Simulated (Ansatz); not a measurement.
**HAl–Ga–S, quartet: the ladder up to UCCSDT(Q)**

Geometry: displaced at random from a stationary point.

```xyz
4

Al   -0.0108    0.2703    2.3979
Ga   -0.0116   -0.1818    0.0387
S     0.0364    0.1946   -2.2126
H    -0.0664   -0.8483    3.5243
```

Basis cc-pVDZ; Ansatz 0.2.0. Only valence electrons are correlated (noble-gas cores and the filled d shells of p-block atoms frozen), which leaves 13 electrons in 44 orbitals. R marks a restricted (for open shells ROHF) determinant, U an unrestricted one. No spin–orbit coupling is included, and no scalar relativity.

Full CI isn't at hand for all of this; UCCSDT(Q) serves as the reference, and is uncertain by the last step of the cluster series or more. The frozen core follows each run's orbitals, which can shift R against U totals by a few meV for light atoms and by up to 0.1 eV past Ca.

The UHF ⟨S²⟩ is 3.792 and the T1 diagnostic (RCCSD) is 0.0304. The largest doubles amplitude (RCCSD) is 0.069 and the T1 diagnostic (UCCSD) is 0.0233.

```
   level  E − E(UCCSDT(Q)) (kJ/mol)  wall time
     UHF                      635.9          –
    UMP2                      134.5          –
   UCCSD                       27.5          –
UCCSD(T)                        6.9       77 s
  UCCSDT                        1.7          –
```

Run but not shown, since their state, orbitals or frozen core can't be matched to the reference's or they repeat it: RHF, RMP2, RCCSD, RCCSD(T), BCCD(T), RCCSDT, RCCSDT(Q).

Times hold each run's SCF and search for its determinant on a shared host, so for small cases they say little of a method's own cost; they ran on 1 thread of Arm Neoverse V2. Some runs computed forces too.
